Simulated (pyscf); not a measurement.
7 gas-phase steps of one pattern: four-centre exchange on the singlet surface, B–Cl + H–H or B–F + H–H or Cl–Ga + H–H or F–Ga + H–H broken and B–H + Cl–H or B–H + F–H or Cl–H + Ga–H or F–H + Ga–H formed. Single points on ωB97X-D3(BJ)/def2-SVP structures (PySCF, gas phase). Electronic energies in kcal/mol, from the separated reactants; ΔE‡ and ΔE at ωB97M-D3(BJ)/def2-TZVP. Rows were drawn at random from the steps of this pattern with a verified saddle, stable references and no exit in the data more than 5 kcal/mol lower.

```tsv
row	step	ΔE	ΔE‡
1	F–B(F)–Cl (SMILES FB(F)Cl) + H₂ (SMILES [H][H]) -> F–BH–F (SMILES FBF) + HCl (SMILES Cl)	+12.9	40.7
2	HO–B(OH)–Cl (SMILES OB(O)Cl) + H₂ (SMILES [H][H]) → HO–BH–OH (SMILES OBO) + HCl (SMILES Cl)	+14.9	?
3	H₂N–BH–Cl (SMILES NBCl) + H₂ (SMILES [H][H]) -> H₂B–NH₂ (SMILES BN) + HCl (SMILES Cl)	+16.8	43.1
4	F–GaH–SH (SMILES [F][GaH][SH]) + H₂ (SMILES [H][H]) → HS–GaH₂ (SMILES [SH][GaH2]) + HF (SMILES F)	+17.9	25.9
5	HO–BH–Cl (SMILES OBCl) + H₂ (SMILES [H][H]) -> H₂B–OH (SMILES BO) + HCl (SMILES Cl)	+19.3	40.7
6	HS–Ga(Cl)–Cl (SMILES [SH][Ga]([Cl])[Cl]) + H₂ (SMILES [H][H]) -> HS–GaH–Cl (SMILES [SH][GaH][Cl]) + HCl (SMILES Cl)	+20.6	34.3
7	HO–B(OH)–F (SMILES OB(O)F) + H₂ (SMILES [H][H]) → HO–BH–OH (SMILES OBO) + HF (SMILES F)	+29.4	56.2
```

**Question.** Fit ΔE‡ = a + b·ΔE to the other rows and predict row 2.

**Answer.** Over the 6 complete rows the means are +19.5 (ΔE) and 40.2 (ΔE‡); least squares gives b = 1.07 and a = 19.3 kcal/mol, with residuals of 7.4 kcal/mol (root mean square; largest 12.6, row 4). For row 2: 19.3 + 1.07 × (+14.9) = 35.2 kcal/mol. The computed barrier is 46.0 kcal/mol, 10.8 over the line. The scatter is large against the spread of the barriers, so the line says little here. Each barrier is that of the saddle found. Elements up to Kr have no core potential and no relativistic terms here.
